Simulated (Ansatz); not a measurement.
The inner images of a band of BFH2 + H2 (6 atoms, charge 0, multiplicity 1) are given out of order.

These are results of RKS PBE/def2-SVP in Ansatz, not measurements.

Initial state:

```xyz
6
Properties=species:S:1:pos:R:3
B -0.065 0.505 -0.821
F 1.256 0.616 -0.770
H -0.530 -0.450 -1.418
H -0.727 1.374 -0.283
H 0.413 -0.967 1.627
H -0.347 -1.079 1.665
```

Final state:

```xyz
6
Properties=species:S:1:pos:R:3
B -0.505 0.094 -0.239
F 1.350 0.091 0.090
H -0.546 -0.492 -1.303
H -0.741 1.285 -0.195
H 1.167 -0.414 0.869
H -0.726 -0.564 0.778
```

Put them in order from the first end to the last, with their energies above the first end.
A.
```xyz
6
Properties=species:S:1:pos:R:3
B -0.029 0.285 -0.463
F 1.320 0.405 -0.418
H -0.513 -0.593 -1.158
H -0.710 1.205 -0.037
H 0.352 -0.611 1.041
H -0.420 -0.691 1.036
```
B.
```xyz
6
Properties=species:S:1:pos:R:3
B -0.027 0.369 -0.596
F 1.300 0.517 -0.603
H -0.499 -0.576 -1.204
H -0.697 1.240 -0.071
H 0.344 -0.752 1.265
H -0.422 -0.799 1.209
```
C.
```xyz
6
Properties=species:S:1:pos:R:3
B -0.293 0.130 -0.260
F 1.349 0.139 0.013
H -0.534 -0.558 -1.226
H -0.732 1.247 -0.101
H 0.651 -0.386 0.733
H -0.441 -0.572 0.841
```
D.
```xyz
6
Properties=species:S:1:pos:R:3
B -0.043 0.440 -0.714
F 1.275 0.605 -0.748
H -0.509 -0.530 -1.284
H -0.707 1.291 -0.149
H 0.374 -0.881 1.479
H -0.391 -0.926 1.417
```
E.
```xyz
6
Properties=species:S:1:pos:R:3
B -0.107 0.195 -0.331
F 1.333 0.266 -0.193
H -0.537 -0.577 -1.175
H -0.732 1.210 -0.061
H 0.435 -0.481 0.848
H -0.392 -0.612 0.913
```

D (+0.1 kcal/mol), B (+1.1 kcal/mol), A (+4.9 kcal/mol), E (+17.9 kcal/mol), C (+31.5 kcal/mol).

Time of the run: 42 s on 1 CPU thread of a shared host.
